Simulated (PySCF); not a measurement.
Successive C–H bond energies

These are results of PBE0 in PySCF with C def2-TZVP, H def2-TZVP; no relativity; density-fitted integrals, not measurements.

Each entry is the lowest minimum that a search over a few typed start shapes (and spin states, where more than one is plausible) found, or that minimum re-optimised at the stated level; isomers with ligand–ligand bonds, or fragments after loss of a ligand pair, can lie lower.

Total energies (Eh), which compare only within these settings: H atom -0.50106.

| species | 2S+1 | group | E (Eh) | ZPE (kJ/mol) |
| --- | --- | --- | --- | --- |
| CH₂ | 3 | C2v | -39.11549 | 45.5 |
| CH₃ | 2 | D3h | -39.79906 | 78.3 |
| CH₄ | 1 | Td | -40.47415 | 117.5 |

Task: What are De and D0 for CH₃ → CH₂ + H?

Result: De = [(-39.11549) + (-0.50106) − (-39.79906)] × 2625.5 = 479 kJ/mol. The zero-point energy changes by -32.8 kJ/mol, so D0 = 446 kJ/mol.

Task: What are De and D0 for CH₄ → CH₃ + H?

Result: De = [(-39.79906) + (-0.50106) − (-40.47415)] × 2625.5 = 457 kJ/mol. The zero-point energy changes by -39.2 kJ/mol, so D0 = 418 kJ/mol.

Atoms and open shells are unrestricted, without spin–orbit or basis-set superposition corrections.
